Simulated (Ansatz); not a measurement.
# Property card for ZrAlCo4

These are results of Ansatz, DFT r2SCAN, scalar-relativistic, plane waves, PAW, not measurements.

Cutoff 500 eV; k points 10×10×10 on the computed 6-atom cell (Γ-centred); Gaussian smearing, width 0.10 eV; collinear spin from starting moments -0.38 0 1.75 1.75 1.75 1.75 μB.

The structure is relaxed at this level of theory with its symmetry kept. Whether it is the stable form of this composition wasn't checked.

```cif
data_structure
_symmetry_space_group_name_H-M 'F-43m'
_symmetry_Int_Tables_number 216
_cell_length_a 6.7862
_cell_length_b 6.7862
_cell_length_c 6.7862
_cell_angle_alpha 90.000
_cell_angle_beta 90.000
_cell_angle_gamma 90.000
_cell_volume 312.52
loop_
_atom_site_label
_atom_site_type_symbol
_atom_site_symmetry_multiplicity
_atom_site_Wyckoff_symbol
_atom_site_fract_x
_atom_site_fract_y
_atom_site_fract_z
_atom_site_occupancy
Zr1 Zr 4 a 0.00000 0.00000 0.00000 1
Al1 Al 4 c 0.25000 0.25000 0.25000 1
Co1 Co 16 e 0.37480 0.12520 0.87480 1
```

```
Space group                                                       : F-43m (No. 216)
Volume per atom                                                   : 13.02 Å³
Formation energy from the elements' standard states (uncorrected) : -0.285 eV/atom
Generalised Kohn–Sham band gap                                    : none (metal)
Density of states at the Fermi level                              : 7.00 states/eV per cell
Löwdin character within 0.5 eV of the Fermi level                 : Co 3d 75 %, Zr 4d 9 %, Al 3p 8 %
Bader charges (e)                                                 : Zr (1 in the cell) 1.50, Al (1 in the cell) 0.99, Co (4 in the cell) -0.62
Total moment                                                      : 5.37 μB per cell
Site moments (μB; atoms counted from 1 over the whole cell)       : Zr (atom 1) -0.34, Co (atom 3) 1.59, Co (atom 4) 1.59, Co (atom 5) 1.59, Co (atom 6) 1.59
```

The state reached may not be the lowest one.

Only this magnetic start was tried.